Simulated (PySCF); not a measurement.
**Splitting trees**

Geometry:
| atom | x (Å) | y (Å) | z (Å) |
| --- | --- | --- | --- |
| C1 | 1.243 | -0.177 | 0.364 |
| N2 | 0.132 | -0.714 | 0.170 |
| C3 | -0.988 | 0.067 | -0.248 |
| H4 | 2.068 | -0.798 | 0.680 |
| H5 | 1.447 | 0.894 | 0.236 |
| H6 | -0.761 | 1.135 | -0.376 |
| H7 | -1.353 | -0.345 | -1.189 |
| H8 | -1.778 | -0.053 | 0.494 |

PySCF 2.14 calculation with geometry from GFN2-xTB, shielding tensors at PBE0/pcSseg-1 (GIAO) and B3LYP/pcJ-1 coupling constants; no solvent, averaged over atoms made equivalent by symmetry, fast rotation or ring inversion, non-relativistic, a single conformation.

Shifts are taken against calculated references (same method and geometry level): 1H (σ = 31.72 ppm) and 13C (σ = 186.93 ppm) vs TMS.

Spectrometer: 500 MHz for 1H. First-order analysis; couplings under 1 Hz (under 4 Hz in carbon signals) are ignored, and nearly equal couplings are merged; the smaller ones broaden or split the lines further.

Q: What pattern does H4 show (1H)?

A: A doublet of quartets at δ 7.19: 17.9 Hz to H5 (1 × 1H, 2 bonds away), 2.8 Hz to H6/H7/H8 (3 × 1H, 4 bonds away). Lines in Hz from the centre (relative intensity): +13.2 (1), +10.3 (3), +7.5 (3), +4.8 (1), -4.8 (1), -7.5 (3), -10.3 (3), -13.2 (1). The outer lines are 26.3 Hz apart, the sum of the couplings kept, or 0.053 ppm at this field.

Q: What pattern does C1 show in the proton-coupled 13C spectrum?

A: A doublet of doublets of quartets at δ 155.2: 186.5 Hz to H4 (1 × 1H, 1 bond away), 157.8 Hz to H5 (1 × 1H, 1 bond away), 10.3 Hz to H6/H7/H8 (3 × 1H, 3 bonds away). Lines in Hz from the centre (relative intensity): +187.6 (1), +177.3 (3), +167.0 (3), +156.7 (1), +29.8 (1), +19.5 (3), +9.2 (3), +1.1 (1), -1.1 (1), -9.2 (3), -19.5 (3), -29.8 (1), -156.7 (1), -167.0 (3), -177.3 (3), -187.6 (1). The outer lines are 375.2 Hz apart, the sum of the couplings kept, or 2.984 ppm at this field.

Q: What pattern does C3 show in the proton-coupled 13C spectrum?

A: A quartet of doublets of doublets at δ 53.3: 138.9 Hz to H6/H7/H8 (3 × 1H, 1 bond away), 20.3 Hz to H4 (1 × 1H, 3 bonds away), 15.9 Hz to H5 (1 × 1H, 3 bonds away). Lines in Hz from the centre (relative intensity): +226.4 (1), +210.6 (1), +206.2 (1), +190.2 (1), +87.5 (3), +71.7 (3), +67.2 (3), +51.4 (3), -51.4 (3), -67.2 (3), -71.7 (3), -87.5 (3), -190.2 (1), -206.2 (1), -210.6 (1), -226.4 (1). The outer lines are 452.9 Hz apart, the sum of the couplings kept, or 3.602 ppm at this field.

Q: What pattern does H6/H7/H8 show (1H)?

A: A triplet at δ 3.69: 2.5 Hz to H4 and H5 (2 × 1H, 4 bonds away). Lines in Hz from the centre (relative intensity): +2.5 (1), +0.0 (2), -2.5 (1). The outer lines are 5.0 Hz apart, the sum of the couplings kept, or 0.010 ppm at this field.
